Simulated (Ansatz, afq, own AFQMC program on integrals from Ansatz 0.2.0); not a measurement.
# Where AFQMC and coupled cluster stand for HBr, singlet

```xyz
2

Br    0.0000    0.0000    0.0000
H     0.0000    0.0000    2.2260
```

Basis cc-pVDZ. Only valence electrons are correlated. Ansatz 0.2.0 and our own AFQMC program on the same integrals; the CISD trial comes from CCSD amplitudes, and released means the phaseless constraint is let go. Error bars are statistical, one sigma. No spin–orbit coupling.

Determinant: RHF, the one that the program's search chose, which needn't be the lowest solution. The geometry is a point of a scan.

Full CI on the same integrals is exact in this basis and with this determinant's frozen core.

Cautions: no relativity below Rb; no spin-orbit coupling; inner d shell frozen; restricted determinant unstable towards unrestricted (UHF 789 meV lower, ⟨S²⟩ 0.70); strong correlation (T1 0.017, weight of the determinant 0.87, largest double 0.29); the released energies are still falling, so no released level is given (meV from the phaseless value at times in 1/Eh: -1.1 ± 2.3 at 0.24, -7.7 ± 2.2 at 0.51, -10 ± 3 at 0.99, -12 ± 3 at 1.62, -14 ± 3 at 2.40).

The T1 diagnostic is 0.0173, the weight of the determinant in the CISD state is 0.866 and the size of the correlated space is 8 electrons in 18 orbitals.

Reference: full CI, correlation energy -4.635 eV.

```
        level  E − E(reference) (kJ/mol)  share of correlation (%)
           HF                      447.2                      0.00
          MP2                       85.1                     80.97
         CCSD                       15.4                     96.56
      CCSD(T)                        2.5                     99.44
        CCSDT                        1.3                     99.72
     CCSDT(Q)                        0.1                     99.99
       CCSDTQ                        0.1                     99.99
ph-AFQMC/CISD                  2.2 ± 0.3                     99.51
```

CCSDT and higher add their correlation energy to the determinant of the CCSD(T) run, since their own runs factorise the integrals more tightly (a shift of under 2 meV). A walk keeps the symmetry of its determinant, which the program's search chose and which needn't be the lowest solution, so a lower state of the same spin and another symmetry isn't excluded.
